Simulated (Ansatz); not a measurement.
# C₂H₄Si: how energies converge with the basis set

How large a basis does C₂H₄Si need? Two functionals are run in growing sets.

The runs use Ansatz 0.2.0, Gaussian basis; one geometry, several basis sets.

Levels to be run: PBE0-D4/def2-SVP; ωB97M-V/def2-SVP; PBE0-D4/def2-QZVPP; ωB97M-V/def2-QZVPP; the functionals' def2-TZVPP values are taken from earlier runs.

### 1 The geometry

All runs share one geometry, relaxed beforehand with PBE0-D4 in a triple-zeta def2 set.

SMILES `C1=C[SiH2]1`, 7 atoms, charge 0, spin multiplicity 1.

Atoms are counted from 1 here; the program's logs count them from 0.

Bond lengths: C1–C2 1.330 Å, C1–Si3 1.808 Å, C1–H4 1.083 Å, C2–Si3 1.808 Å, C2–H5 1.083 Å, Si3–H6 1.482 Å, Si3–H7 1.482 Å. Angles: C2–C1–Si3 68.4°, C2–C1–H4 135.9°, Si3–C1–H4 155.7°, C1–C2–Si3 68.4°, C1–C2–H5 135.9°, Si3–C2–H5 155.7°, C1–Si3–C2 43.2°, C1–Si3–H6 121.6°, C1–Si3–H7 121.6°, C2–Si3–H6 121.6°, C2–Si3–H7 121.6°, H6–Si3–H7 111.4°.

### 2 PBE0-D4 in def2-SVP

in.yaml reads:

```yaml
crystal:
  periodic: [false, false, false]
  atoms:
    - {symbol: C, position_ang: [-0.841334, -0.464576, -0.262696]}
    - {symbol: C, position_ang: [0.299938, -0.282121, -0.920942]}
    - {symbol: Si, position_ang: [0.360954, 0.448616, 0.731181]}
    - {symbol: H, position_ang: [-1.791683, -0.940047, -0.471751]}
    - {symbol: H, position_ang: [0.683382, -0.544362, -1.899278]}
    - {symbol: H, position_ang: [0.246391, 1.912040, 0.938184]}
    - {symbol: H, position_ang: [1.103554, -0.197550, 1.839603]}
basis:
  gaussian: {orbitals: def2-SVP}
hamiltonian: {xc: pbe0, dispersion: d4}
output: {orbitals: {seedname: orbitals}}
```

Command:

```sh
ansatz run in.yaml --threads 2 --pin off --events-out ev --progress --plain --max-ram 4352MiB
```

The program printed:

```text
Functional definition: PBE0
  name "PBE0"
  cite "Adamo & Barone, J. Chem. Phys. 110, 6158 (1999) doi:10.1063/1.478522"
  cite "Perdew, Burke & Ernzerhof, Phys. Rev. Lett. 77, 3865 (1996) doi:10.1103/PhysRevLett.77.3865"
  parent pbe
  parameter a = 0.25
  parameter kappa = 0.804
  parameter beta = 0.06672455060314922
  exchange = (1 - a)*pbe_x(kappa = kappa, mu = beta*pi^2/3) + a*exact_x
  correlation = pbe_c(beta = beta)
744 factors; their error is unknown
mean field evaluation 1: about -9999.7621 eV, gradient 4.1e1 eV
mean field evaluation 2: about -9995.7190 eV, gradient 5.4e1 eV
mean field evaluation 4: about -10004.4089 eV, gradient 1.3e0 eV
mean field evaluation 8: about -10004.4602 eV, gradient 1.8e-1 eV
mean field -10004.46027932 eV, -367.6571339983 hartree, gradient 3.1e-5 eV, S^2 0.000000; 0 other end points of the search recorded, 0 dependent functions left out
reference -10004.46030242 eV, -367.6571348471 hartree; 15, 15 occupied and 51, 51 virtual orbitals, 744 factors
Total energy: -10004.55680616 eV, -367.6606812942 hartree
```

Run time: 0.91 s. Hardware: 2 threads of Intel Xeon at 2.70GHz, shared host.

### 3 ωB97M-V in def2-SVP

in.yaml: that of step 2 with these lines changed.

```diff
@@ -12,3 +12,3 @@
   gaussian: {orbitals: def2-SVP}
-hamiltonian: {xc: pbe0, dispersion: d4}
+hamiltonian: {xc: {name: wB97M-V}}
 output: {orbitals: {seedname: orbitals}}
```

Launched as before.

The program printed (excerpt; [...] marks lines left out):

```text
Functional definition: wB97M-V
  name "wB97M-V"
  cite "Mardirossian & Head-Gordon, J. Chem. Phys. 144, 214110 (2016) doi:10.1063/1.4952647"
  cite "Becke, J. Chem. Phys. 107, 8554 (1997) doi:10.1063/1.475007"
  cite "Vydrov & Van Voorhis, J. Chem. Phys. 133, 244103 (2010) doi:10.1063/1.3521275"
  # Of w^i u^j: cxij and so on, Table III.
[...]
  gx(w, u) = 1 - cx + cx01*u + cx10*w
  gss(w, u) = css00 + css04*u^4 + css10*w + css20*w^2 + css43*w^4*u^3
  gos(w, u) = cos00 + cos10*w + (cos20 + cos21*u)*w^2 + (cos60 + cos61*u)*w^6
[...]
      + integral(e_c_pw_mod_opposite_spin*gos(b97_w_opposite, b97_u_opposite)) + vv10(b, c)
744 factors; their error is unknown
212 factors; integrals over basis functions are off by at most 8.6e-6 eV
[...]
mean field -10008.69713474 eV, -367.8128355631 hartree, gradient 3.9e-5 eV, S^2 0.000000; 0 other end points of the search recorded, 0 dependent functions left out
reference -10008.69717065 eV, -367.8128368827 hartree; 15, 15 occupied and 51, 51 virtual orbitals, 744 factors
Total energy: -10008.69717065 eV, -367.8128368827 hartree
```

It took 3.1 s on 2 threads of Intel Xeon at 2.70GHz, shared host.

### 4 PBE0-D4 in def2-QZVPP

in.yaml: that of step 3 with these lines changed.

```diff
@@ -11,4 +11,4 @@
 basis:
-  gaussian: {orbitals: def2-SVP}
-hamiltonian: {xc: {name: wB97M-V}}
+  gaussian: {orbitals: "def2-QZVPP.json"}
+hamiltonian: {xc: pbe0, dispersion: d4}
 output: {orbitals: {seedname: orbitals}}
```

Same command.

The program printed:

```text
Functional definition: PBE0
  name "PBE0"
  cite "Adamo & Barone, J. Chem. Phys. 110, 6158 (1999) doi:10.1063/1.478522"
  cite "Perdew, Burke & Ernzerhof, Phys. Rev. Lett. 77, 3865 (1996) doi:10.1103/PhysRevLett.77.3865"
  parent pbe
  parameter a = 0.25
  parameter kappa = 0.804
  parameter beta = 0.06672455060314922
  exchange = (1 - a)*pbe_x(kappa = kappa, mu = beta*pi^2/3) + a*exact_x
  correlation = pbe_c(beta = beta)
971 factors; their error is unknown
mean field evaluation 1: about -10002.6739 eV, gradient 5.5e1 eV
mean field evaluation 2: about -9993.6620 eV, gradient 7.6e1 eV
mean field evaluation 4: about -10009.9551 eV, gradient 2.4e0 eV
mean field evaluation 8: about -10009.9768 eV, gradient 1.8e-2 eV
mean field evaluation 16: about -10009.9768 eV, gradient 6.9e-6 eV
mean field -10009.97676888 eV, -367.8598612505 hartree, gradient 6.9e-6 eV, S^2 0.000000; 0 other end points of the search recorded, 0 dependent functions left out
reference -10009.97680540 eV, -367.8598625926 hartree; 15, 15 occupied and 289, 289 virtual orbitals, 971 factors
Total energy: -10010.07330915 eV, -367.8634090397 hartree
```

Run time: 10 s. Hardware: 2 threads of Intel Xeon at 2.70GHz, shared host; peak memory 0.75 GiB.

### 5 ωB97M-V in def2-QZVPP

in.yaml: that of step 4 with these lines changed.

```diff
@@ -12,3 +12,3 @@
   gaussian: {orbitals: "def2-QZVPP.json"}
-hamiltonian: {xc: pbe0, dispersion: d4}
+hamiltonian: {xc: {name: wB97M-V}}
 output: {orbitals: {seedname: orbitals}}
```

Same command.

The program printed (excerpt; [...] marks lines left out):

```text
Functional definition: wB97M-V
  name "wB97M-V"
  cite "Mardirossian & Head-Gordon, J. Chem. Phys. 144, 214110 (2016) doi:10.1063/1.4952647"
  cite "Becke, J. Chem. Phys. 107, 8554 (1997) doi:10.1063/1.475007"
  cite "Vydrov & Van Voorhis, J. Chem. Phys. 133, 244103 (2010) doi:10.1063/1.3521275"
  # Of w^i u^j: cxij and so on, Table III.
[...]
  gx(w, u) = 1 - cx + cx01*u + cx10*w
  gss(w, u) = css00 + css04*u^4 + css10*w + css20*w^2 + css43*w^4*u^3
  gos(w, u) = cos00 + cos10*w + (cos20 + cos21*u)*w^2 + (cos60 + cos61*u)*w^6
[...]
      + integral(e_c_pw_mod_opposite_spin*gos(b97_w_opposite, b97_u_opposite)) + vv10(b, c)
951 factors; their error is unknown
248 factors; integrals over basis functions are off by at most 9.0e-6 eV
[...]
mean field -10014.31546154 eV, -368.0193052649 hartree, gradient 1.9e-5 eV, S^2 0.000000; 0 other end points of the search recorded, 0 dependent functions left out
reference -10014.31551962 eV, -368.0193073991 hartree; 15, 15 occupied and 289, 289 virtual orbitals, 951 factors
Total energy: -10014.31551962 eV, -368.0193073991 hartree
```

It took 15 s on 2 threads of Intel Xeon at 2.70GHz, shared host; peak memory 0.91 GiB.

### 6 Functionals by basis

The def2-TZVPP values come from earlier runs at the same geometry.

| functional | basis | functions | energy (eV) | from the largest (eV) | HOMO (eV) | LUMO (eV) |
| --- | --- | --- | --- | --- | --- | --- |
| PBE0-D4 | def2-SVP | 66 | -10004.5568 | 5.517 | -7.50 | -0.05 |
| PBE0-D4 | def2-TZVPP | 160 | -10009.6843 | 0.389 | -7.49 | -0.26 |
| PBE0-D4 | def2-QZVPP | 304 | -10010.0733 | 0.000 | -7.49 | -0.34 |
| ωB97M-V | def2-SVP | 66 | -10008.6972 | 5.618 | -9.63 | 2.29 |
| ωB97M-V | def2-TZVPP | 160 | -10013.9561 | 0.359 | -9.64 | 1.80 |
| ωB97M-V | def2-QZVPP | 304 | -10014.3155 | 0.000 | -9.65 | 1.39 |

### 7 What came out

```
                                       quantity          value
PBE0-D4: double and triple zeta above quadruple  5.52, 0.39 eV
ωB97M-V: double and triple zeta above quadruple  5.62, 0.36 eV
```

What this shows: For PBE0-D4 the step from double to triple zeta gains 5.13 eV and the next only 0.39 eV. These are total energies; as a rule much of such shifts cancels in differences, which this series doesn't test. The LUMO of ωB97M-V is positive and keeps falling with the basis (2.29 to 1.39 eV): an unbound level that the basis holds in place.

For PBE0-D4 the largest set took about 11 times as long as the smallest (10 s against 0.91 s).
